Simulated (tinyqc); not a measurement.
Worked calculation: CIS and TDHF on RHF in the sto-6g basis, for LiH, spin multiplicity 1. One step of it, computed by the program tinyqc.

Question. Integrals over molecular orbitals. (pq|rs) = sum C_ip C_jq C_kr C_ls (ij|kl), one index at a time.

coefficients C, order 1Li 1s, 1Li 2s, 1Li 2px, 1Li 2py, 1Li 2pz, 2H 1s:
```
[[0.993761, -0.163173, -0.198299, 0.000000, 0.000000, 0.077413],
 [0.023392, 0.439638, 0.798675, 0.000000, 0.000000, -0.739394],
 [0.000000, 0.000000, 0.000000, 0.592277, 0.805734, 0.000000],
 [0.000000, 0.000000, 0.000000, 0.805734, -0.592277, 0.000000],
 [-0.006241, 0.348216, -0.616328, 0.000000, 0.000000, -0.998327],
 [0.005046, 0.551517, -0.125803, 0.000000, 0.000000, 1.221140]]
```

core Hamiltonian H = T + V (hartree), order 1Li 1s, 1Li 2s, 1Li 2px, 1Li 2py, 1Li 2pz, 2H 1s:
```
[[-4.796948, -1.020716, 0.000000, 0.000000, -0.018577, -0.357713],
 [-1.020716, -1.392491, 0.000000, 0.000000, -0.125886, -0.739449],
 [0.000000, 0.000000, -1.145205, 0.000000, 0.000000, 0.000000],
 [0.000000, 0.000000, 0.000000, -1.145205, 0.000000, 0.000000],
 [-0.018577, -0.125886, 0.000000, 0.000000, -1.246432, -0.874371],
 [-0.357713, -0.739449, 0.000000, 0.000000, -0.874371, -1.506968]]
```

Two-electron integrals (ij|kl) in chemists' order, unique and non-zero (hartree):
```
(11|11) 1.681247   (21|11) 0.242603   (21|21) 0.044507   (22|11) 0.397190
(22|21) 0.090279   (22|22) 0.290625   (31|31) 0.009437   (32|31) 0.014261
(32|32) 0.064236   (33|11) 0.397190   (33|21) 0.090279   (33|22) 0.290625
(33|33) 0.313125   (41|41) 0.009437   (42|41) 0.014261   (42|42) 0.064236
(43|43) 0.016875   (44|11) 0.397190   (44|21) 0.090279   (44|22) 0.290625
(44|33) 0.279374   (44|44) 0.313125   (51|51) 0.009437   (52|51) 0.014261
(52|52) 0.064236   (53|53) 0.016875   (54|54) 0.016875   (55|11) 0.397190
(55|21) 0.090279   (55|22) 0.290625   (55|33) 0.279374   (55|44) 0.279374
(55|55) 0.313125   (61|11) 0.084014   (61|21) 0.015017   (61|22) 0.030459
(61|33) 0.030053   (61|44) 0.030053   (61|51) 0.001980   (61|52) 0.003877
(61|55) 0.031271   (61|61) 0.005589   (62|11) 0.162531   (62|21) 0.037230
(62|22) 0.122952   (62|33) 0.117140   (62|44) 0.117140   (62|51) 0.006486
(62|52) 0.034903   (62|55) 0.134574   (62|61) 0.014877   (62|62) 0.081150
(63|31) 0.003490   (63|32) 0.014970   (63|53) 0.005653   (63|63) 0.006504
(64|41) 0.003490   (64|42) 0.014970   (64|54) 0.005653   (64|64) 0.006504
(65|11) 0.191705   (65|21) 0.044448   (65|22) 0.152057   (65|33) 0.142081
(65|44) 0.142081   (65|51) 0.010151   (65|52) 0.053719   (65|55) 0.172008
(65|61) 0.018708   (65|62) 0.111137   (65|65) 0.155203   (66|11) 0.344787
(66|21) 0.080613   (66|22) 0.287759   (66|33) 0.263294   (66|44) 0.263294
(66|51) 0.017192   (66|52) 0.107767   (66|55) 0.336686   (66|61) 0.034370
(66|62) 0.233460   (66|65) 0.333656   (66|66) 0.774999
```

Give: one-electron integrals over orbitals h = C^T H C; Two-electron integrals over orbitals.

Answer.

one-electron integrals over orbitals h = C^T H C (hartree):
```
[[-4.789, 0.107, 0.170, 0.000, 0.000, -0.035],
 [0.107, -1.526, 0.031, 0.000, 0.000, -0.072],
 [0.170, 0.031, -1.136, 0.000, 0.000, 0.036],
 [0.000, 0.000, 0.000, -1.145, 0.000, 0.000],
 [0.000, 0.000, 0.000, 0.000, -1.145, 0.000],
 [-0.035, -0.072, 0.036, 0.000, 0.000, -0.946]]
```

Two-electron integrals over orbitals (pq|rs), unique and non-zero (hartree):
```
(11|11) 1.664       (21|11) -0.114      (21|21) 0.014       (22|11) 0.377
(22|21) 0.007       (22|22) 0.495       (31|11) -0.141      (31|21) 0.012
(31|22) -0.016      (31|31) 0.023       (32|11) 0.013       (32|21) -3.55e-03
(32|22) -0.046      (32|31) -1.40e-04   (32|32) 0.012       (33|11) 0.400
(33|21) -0.012      (33|22) 0.225       (33|31) 1.84e-03    (33|32) 0.006
(33|33) 0.340       (41|41) 0.010       (42|41) 0.007       (42|42) 0.023
(43|41) 0.010       (43|42) 0.019       (43|43) 0.041       (44|11) 0.397
(44|21) -4.22e-03   (44|22) 0.274       (44|31) -4.69e-03   (44|32) 4.97e-03
(44|33) 0.283       (44|44) 0.313       (51|51) 0.010       (52|51) 0.007
(52|52) 0.023       (53|51) 0.010       (53|52) 0.019       (53|53) 0.041
(54|54) 0.017       (55|11) 0.397       (55|21) -4.22e-03   (55|22) 0.274
(55|31) -4.69e-03   (55|32) 4.97e-03    (55|33) 0.283       (55|44) 0.279
(55|55) 0.313       (61|11) 0.052       (61|21) -0.009      (61|22) -0.006
(61|31) -2.62e-03   (61|32) 1.48e-03    (61|33) 0.010       (61|44) 3.13e-04
(61|55) 3.13e-04    (61|61) 0.008       (62|11) -0.035      (62|21) 0.005
(62|22) 0.132       (62|31) -3.36e-05   (62|32) -0.033      (62|33) -0.011
(62|44) -0.013      (62|55) -0.013      (62|61) 8.01e-05    (62|62) 0.124
(63|11) 0.014       (63|21) -3.66e-03   (63|22) -0.050      (63|31) 4.65e-03
(63|32) 0.008       (63|33) 0.036       (63|44) 1.03e-03    (63|55) 1.03e-03
(63|61) 4.01e-03    (63|62) -0.030      (63|63) 0.025       (64|41) -0.006
(64|42) -0.020      (64|43) -0.014      (64|64) 0.020       (65|51) -0.006
(65|52) -0.020      (65|53) -0.014      (65|65) 0.020       (66|11) 0.364
(66|21) 3.99e-03    (66|22) 0.459       (66|31) -0.011      (66|32) -0.041
(66|33) 0.241       (66|44) 0.270       (66|55) 0.270       (66|61) -2.55e-03
(66|62) 0.139       (66|63) -0.042      (66|66) 0.458
```
